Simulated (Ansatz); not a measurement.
**CH₅FSi (SMILES C[SiH2]F): one structure at several levels**

One table from this session's results is given with a row withheld; the runs are named, their logs left out.

Method: single points in def2-TZVPP; program: Ansatz 0.2.0, Gaussian basis.

Cores are frozen in the correlated methods. B3LYP uses VWN-RPA correlation.

## Where the work starts

SMILES `C[SiH2]F`, 8 atoms, charge 0, spin multiplicity 1.

Atoms are counted from 1 here; the program's logs count them from 0.

Bond lengths: C1–Si2 1.947 Å, C1–H4 1.119 Å, C1–H5 1.087 Å, C1–H6 0.888 Å, Si2–F3 1.737 Å, Si2–H7 1.336 Å, Si2–H8 1.456 Å. Angles: Si2–C1–H4 108.1°, Si2–C1–H5 106.2°, Si2–C1–H6 107.9°, H4–C1–H5 107.5°, H4–C1–H6 113.8°, H5–C1–H6 112.9°, C1–Si2–F3 106.2°, C1–Si2–H7 114.9°, C1–Si2–H8 112.8°, F3–Si2–H7 104.3°, F3–Si2–H8 104.5°, H7–Si2–H8 112.9°.

Geometry (Å):

```xyz
8
CH5FSi
C    -0.58300    0.80010   -0.47800
Si    0.34490   -0.65740    0.42000
F     1.95950   -0.66890   -0.21940
H    -0.67780    0.53690   -1.56190
H    -1.58540    0.82500   -0.05800
H    -0.12690    1.54690   -0.32860
H     0.51200   -0.49270    1.73570
H    -0.19210   -1.96610    0.07600
```

Set-up of the first run:

Contents of run/in.yaml:

```yaml
crystal:
  periodic: [false, false, false]
  atoms:
    - {symbol: C, position_ang: [-0.583000, 0.800100, -0.478000]}
    - {symbol: Si, position_ang: [0.344900, -0.657400, 0.420000]}
    - {symbol: F, position_ang: [1.959500, -0.668900, -0.219400]}
    - {symbol: H, position_ang: [-0.677800, 0.536900, -1.561900]}
    - {symbol: H, position_ang: [-1.585400, 0.825000, -0.058000]}
    - {symbol: H, position_ang: [-0.126900, 1.546900, -0.328600]}
    - {symbol: H, position_ang: [0.512000, -0.492700, 1.735700]}
    - {symbol: H, position_ang: [-0.192100, -1.966100, 0.076000]}
basis:
  gaussian: {orbitals: def2-TZVPP}
correlation: {method: ccsd_t}
output: {forces: true}
```

No record of the launch command was kept for these runs.

Steps of the session up to this table: CCSD(T)/def2-TZVPP; PBE0-D4/def2-TZVPP; wB97M-V/def2-TZVPP; r2SCAN-D4/def2-TZVPP; PBE-D4/def2-TZVPP; r2SCAN0-D4/def2-TZVPP; B3LYP-D4/def2-TZVPP.

One table of the session follows, with a row left open; its other results are not shown here.

```
    method  RMS force component (eV/Å)  angle to CCSD(T) forces (°)  dipole (D)
   CCSD(T)                       4.078                    reference        2.42
   PBE0-D4                           ?                            ?           ?
   wB97M-V                       4.025                          0.9        2.44
 r2SCAN-D4                       4.053                          0.7        2.40
    PBE-D4                       4.053                          2.7        2.33
r2SCAN0-D4                       4.078                          1.3        2.50
  B3LYP-D4                       3.994                          0.9        2.45
```

**Question.** Estimate the row for PBE0-D4.

As computed: RMS force component (eV/Å): 4.086; angle to CCSD(T) forces (°): 0.8; dipole (D): 2.46. In the column «RMS force component (eV/Å)» it is the highest.
